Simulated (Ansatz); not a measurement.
One starting cell of GaN (a generated cell, GaN placed in the wurtzite structure type) was relaxed twice with Ansatz (plane waves, PAW, scalar-relativistic): with r2SCAN at 500 eV and with PBE at 420 eV. The r2SCAN result:

```
GaN
1.0
    3.18312     0.00000     0.00000
   -1.59156     2.75667     0.00000
    0.00000     0.00000     5.18363
Ga N
2 2
Direct
  0.66667   0.33333   0.00099
  0.33333   0.66667   0.50099
  0.66667   0.33333   0.62421
  0.33333   0.66667   0.12421
```

```json
[
 {"quantity": "space group", "r2SCAN": "P6₃mc", "PBE": "P6₃mc"},
 {"quantity": "volume (Å³/atom)", "r2SCAN": "11.37", "PBE": "[?]"},
 {"quantity": "a (Å)", "r2SCAN": "3.183", "PBE": "[?]"},
 {"quantity": "c (Å)", "r2SCAN": "5.184", "PBE": "[?]"},
 {"quantity": "gap (eV, no spin-orbit coupling)", "r2SCAN": "2.35", "PBE": "[?]"}
]
```

**Question.** Fill in the PBE column.

**Answer.** 
- volume (Å³/atom), PBE: 11.76
- a (Å), PBE: 3.218
- c (Å), PBE: 5.243
- gap (eV, no spin-orbit coupling), PBE: 1.71

Both levels end in the same structure; PBE's volume is 3.4 % larger; its gap is 0.64 eV smaller. Neither column is exact.

No spin polarisation in the result.

Measured for GaN: a 3.189 Å (room temperature; as listed in M J Lucero, T M Henderson, G E Scuseria, Journal of Physics Condensed Matter (2012)); c 5.185 Å (room temperature; as listed in M J Lucero, T M Henderson, G E Scuseria, Journal of Physics Condensed Matter (2012)); gap 3.68 eV (static lattice; corrected from measurement; as listed in Wei Chen et al., Physical Review Materials (2018)). Computed minus measured — a: r2SCAN -0.2 %, PBE +0.9 %; c: r2SCAN 0.0 %, PBE +1.1 %; gap: r2SCAN -1.33 eV, PBE -1.97 eV. The computed values are for a static lattice, and a measured gap can be an optical one, lowered by exciton binding.

The run could not lose the symmetry of its start; a randomly shaken copy of 4 atoms returns to this structure.

Ansatz is a quantum-chemistry and plane-wave program.
